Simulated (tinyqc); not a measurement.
Inside a calculation (part 2 of 2). Method: RKS/LDA (VWN5) in the sto-3g basis, for CH2, spin multiplicity 1. Computed by tinyqc, a small Python program that keeps every step (integrals from PySCF). Command: `OMP_NUM_THREADS=1 python tinyqc.py 25054 25055 out.jsonl` (the two numbers bound the seeds that draw the settings). One thread of a shared host (Intel(R) Xeon(R) Processor @ 2.60GHz), about 2 s of CPU time with the checks.

Geometry (angstrom):
```
atom       x        y       z
C     0.0000   0.0000  0.0000
H     0.0000   0.9810  0.4810
H     0.0000  -1.0380  0.5090
```

## Convergence

Stop when the energy changes by less than 1e-10 hartree and every element of the error matrix X^T (F D S - S D F) X is below 3e-06.

Course of the cycle:
```
iteration  E (hartree)     change  largest element of the error matrix
1           -38.275874          -                             8.14e-01
2           -38.184795   9.11e-02                             3.97e-02
3           -38.047083   1.38e-01                             1.44e-01
4           -38.186319  -1.39e-01                             1.94e-02
5           -38.054248   1.32e-01                             1.26e-01
6           -38.186580  -1.32e-01                             1.54e-02
7           -38.053336   1.33e-01                             1.29e-01
8           -38.186518  -1.33e-01                             1.64e-02
9           -38.044919   1.42e-01                             1.49e-01
10          -38.039577   5.34e-03                             1.60e-01
11          -38.040651  -1.07e-03                             1.58e-01
12          -38.042602  -1.95e-03                             1.54e-01
13          -38.185862  -1.43e-01                             2.77e-02
14          -38.049175   1.37e-01                             1.40e-01
...                ...        ...                                  ...
63          -38.044907   1.94e-02                             1.50e-01
64          -38.051787  -6.88e-03                             1.33e-01
65          -38.179098  -1.27e-01                             7.49e-02
66          -38.180160  -1.06e-03                             6.82e-02
67          -38.152074   2.81e-02                             9.10e-02
68          -38.050967   1.01e-01                             1.39e-01
69          -38.053102  -2.13e-03                             1.33e-01
70          -38.180508  -1.27e-01                             4.23e-02
71          -38.053285   1.27e-01                             1.30e-01
72          -38.123027  -6.97e-02                             9.98e-02
73          -38.053918   6.91e-02                             1.48e-01
74          -38.064547  -1.06e-02                             1.34e-01
75          -38.074718  -1.02e-02                             1.22e-01
76          -38.053098   2.16e-02                             1.31e-01
```

PySCF RKS in the same basis, fine grid = -38.164237 hartree

Not converged within the cap of 76 iterations: the residual wanders without falling. Reruns (cap 100 unless said): DIIS 8: not converged; damping 0.5: not converged; level shift 0.5: converged in 16; atomic densities as start, DIIS 8: not converged; the original settings with a cap of 400: not converged.
